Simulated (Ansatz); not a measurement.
hcp Hf was calculated with HSE06 (Ansatz, an electronic-structure program, plane waves, PAW).

Run with plane-wave cutoff 500 eV, 12×12×6 k mesh (along the axes of the cell as run), Fermi–Dirac smearing 0.1 eV, scalar-relativistic PAW data made under PBE.

Computed at the level's own relaxed cell.

Q: Estimate the equilibrium volume per atom, equilibrium lattice constant a and c axis length that the calculation returns.

A: 
- equilibrium volume per atom: 22.76 Å³/atom
- equilibrium lattice constant a: 3.220 Å
- c axis length: 5.069 Å

Measured, for comparison: lattice constant a 3.194 Å (293 K, not corrected to a static lattice, our sources range from 3.194 to 3.200; as tabulated in Wikipedia's data pages); lattice parameter c 5.051 Å (293 K, not corrected to a static lattice; as tabulated in Wikipedia's data pages). Computed (rounded) less measured: lattice constant a +0.8 % (+0.6 % to +0.8 % over the range), lattice parameter c +0.4 %.

Note: exact exchange on metals is sensitive to the k mesh and can open a false gap; the run warned that the count of filled bands differs between k points.

Spin–orbit coupling is not included.

Static lattice: no zero-point or thermal effects.
